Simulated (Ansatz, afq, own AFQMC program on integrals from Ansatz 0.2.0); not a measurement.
AFQMC on a folder of integrals that Ansatz 0.2.0 wrote.

```yaml
crystal:
  periodic: [false, false, false]
  atoms:
    - {symbol: Ge, position_ang: [0.000000, 0.000000, 0.000000]}
    - {symbol: Al, position_ang: [0.000000, 0.000000, 2.466944]}
basis:
  gaussian: {orbitals: cc-pVDZ}
magnetization: {spin_polarized: true, initial_magnetization: 3}
correlation: {method: ccsd_t, electrons: outside_noble_gas, hamiltonian_folder: ham}
```

```sh
$ ansatz run in.yaml --threads 1 --pin off --events-out ev --progress --plain --max-ram 16896MiB --backend cuda --devices 0, --max-vram 18GiB
```

afq runs on the folder ham with

```
--method phaseless --trial cisd --walkers 4000 --populations 20 --least-time 60 --time-step 0.005 --steps-per-block 50 --equilibration-blocks 28 --max-blocks 4000 --target-error 0.00016 --factor-cut 1e-05 --start spin_pure --seed 1381 --release-times 0.24,0.51,0.99,1.62,2.4 --release-step 0.03 --release-every 3 --taylor-order 6
```

Times are imaginary, in 1/Eh. The walk had a cap of 122 s. With eight or more populations the least sampling time is a fifth of least-time, and the error comes from their spread. Filled inner d shells are frozen with the cores.

Output of the walk:

```
orbitals 26  electrons 5 2  factors 184 of 511
reference energy -2317.22108325 Eh
CCSD correlation -0.12072010 Eh in 12 cycles, weight of the determinant in the CISD state 0.8655
energy of the start -2317.341468 Eh
 block  time / (1/Eh)  mean weight  energy / Eh
     1     0.250  1.0000  -2317.340684
     2     0.500  1.0000  -2317.340923
     3     0.750  1.0000  -2317.341583
     4     1.000  1.0000  -2317.342346
     5     1.250  1.0001  -2317.343073
     8     2.000  1.0001  -2317.344995
    19     4.750  1.0000  -2317.347425
    46    11.500  0.9999  -2317.347686
    73    18.250  1.0000  -2317.347644
   100    25.000  1.0001  -2317.348088
   127    31.750  1.0000  -2317.348070
   154    38.500  1.0000  -2317.348112
   181    45.250  1.0000  -2317.347484
   190    47.500  1.0000  -2317.347228
   208    52.000  1.0000  -2317.347417
   235    58.750  1.0002  -2317.347816
   262    65.500  1.0001  -2317.348129
   280    70.000  0.9998  -2317.348620
   289    72.250  1.0000  -2317.348251
   316    79.000  1.0001  -2317.347823
   343    85.750  0.9999  -2317.348037
   370    92.500  0.9999  -2317.348114
   388    97.000  0.9998  -2317.347559
error from the spread of 20 populations
released: time / (1/Eh)  energy / Eh  error  mean overlap
  0.24  -2317.348043  0.000048  1.0004
  0.51  -2317.348155  0.000037  0.9999
  0.99  -2317.350792  0.002461  0.9989
  1.62  -2317.346592  0.001920  0.9992
  2.40  -2317.348597  0.000025  0.9997
energy -2317.347877 +/- 0.000049 Eh
(rows thinned)
```

The run passed its tests (sampling time, drift between the halves within three errors, error under three times the target), which doesn't prove that it has relaxed, ending at its cap on processor time.

Against this walk (error 1.3 meV) on the same determinant: CCSD(T) 26.5 meV higher, CCSDT(Q) 23.5 meV lower, CCSDTQ 23.6 meV lower, full CI 24.0 meV lower. The error is statistical and leaves out the bias of the constraint. The released energies have errors that jump between times, so the bars are unsure (meV from the phaseless value at times in 1/Eh: -4.5 ± 1.3 at 0.24, -7.5 ± 1.0 at 0.51, -79 ± 67 at 0.99, 35 ± 52 at 1.62, -19.6 ± 0.7 at 2.40), so they give no level; they do show a bias of the constraint, and the last of them that isn't too noisy lies 4 meV above full CI. Full CI is exact here, so the walk's 24 meV above it is the walk's own error: the bias of the constraint with this trial.

Cautions: constraint bias not in the error; no relativity below Rb; no spin-orbit coupling; inner d shell frozen; lower spins were not checked.

The walk took 2 min on 1 × NVIDIA H100 80GB HBM3 with 2 threads of AMD EPYC 7R13 Processor (Zen 3) (shared host) (the card was shared). The log's last line is the phaseless energy.

CCSDT and higher add their correlation energy to the determinant of the CCSD(T) run, since their own runs factorise the integrals more tightly (a shift of under 2 meV). A walk keeps the symmetry of its determinant, which the program's search chose and which needn't be the lowest solution, so a lower state of the same spin and another symmetry isn't excluded.
